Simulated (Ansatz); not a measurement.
## SiN⁺, quintet: reading a ladder of total energies

Geometry: that of the SiN⁺, triplet, kept fixed. The triplet lies 2.7 eV lower here.

```csv
atom,x (Å),y (Å),z (Å)
Si,0.0000,0.0000,0.0000
N,0.0000,0.0000,1.7854
```

Basis cc-pVTZ; Ansatz 0.2.0. Only valence electrons are correlated (noble-gas cores frozen), which leaves 8 electrons in 58 orbitals. Prefix R: restricted or restricted open-shell reference; prefix U: unrestricted.

Full CI isn't at hand for all of this; UCCSDT(Q) serves as the reference, and is uncertain by about the last step of the cluster series.

Runs differ by some tens of microhartree through their thresholds and, for an open shell, their frozen cores, so steps under 0.03 kcal/mol mean nothing.

| level | total energy (hartree) |
| --- | --- |
| UHF | -342.937522 |
| UMP2 | -343.096585 |
| UCCSD | -343.128148 |
| UCCSD(T) | -343.135314 |
| UCCSDT | -343.136701 |
| UCCSDT(Q) | -343.137076 |

**Question.** What is the correlation energy at UCCSDT(Q), and what share of it do UMP2 and UCCSD recover?

**Answer.** E(corr) = -343.137076 − (-342.937522) = -0.199554 hartree = -5.430 eV. UMP2: -0.159063 / -0.199554 = 79.71 %. UCCSD: -0.190626 / -0.199554 = 95.53 %.

**Question.** By how many kcal/mol does UCCSD(T) miss UCCSDT(Q) (1 hartree = 627.509 kcal/mol), and which steps make up the rest?

**Answer.** -343.135314 − (-343.137076) = 0.001762 hartree = 1.11 kcal/mol. Steps: UCCSDT − UCCSD(T) = -0.87, UCCSDT(Q) − UCCSDT = -0.24 kcal/mol. Differences between like states or geometries often cancel part of this.
